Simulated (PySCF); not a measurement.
Species: C₂H₃O (charge 0, doublet). It need not be the lowest isomer of its formula. 
Structure (B3LYP-D3(BJ)/def2-TZVP (Ansatz) minimum search):
```
C
H 1 1.0907
H 1 1.0907 2 107.26
H 1 1.0931 2 110.55 3 -120.60
C 1 1.5066 2 108.57 3 117.14
O 5 1.1781 1 128.79 2 121.85
```
Charge 0, spin multiplicity 2.

Dispersion corrections to the total energy (kcal/mol) from the dftd3 and dftd4 libraries through PySCF: D3(BJ) without and D4 with the three-body term, each with the damping fitted for the functional named.

```csv
functional,D3(BJ),D4
TPSS,-2.00,___
revPBE,-4.49,-5.48
BLYP,-3.44,-3.30
B2GP-PLYP,___,-0.57
PBE0,-1.34,-1.16
BHLYP,-2.08,-1.51
TPSSh,___,-1.74
```

**Question.** Fill in the missing entries.

**Answer.** 
- TPSS, D4: -1.93
- B2GP-PLYP, D3(BJ): -0.86
- TPSSh, D3(BJ): -1.79
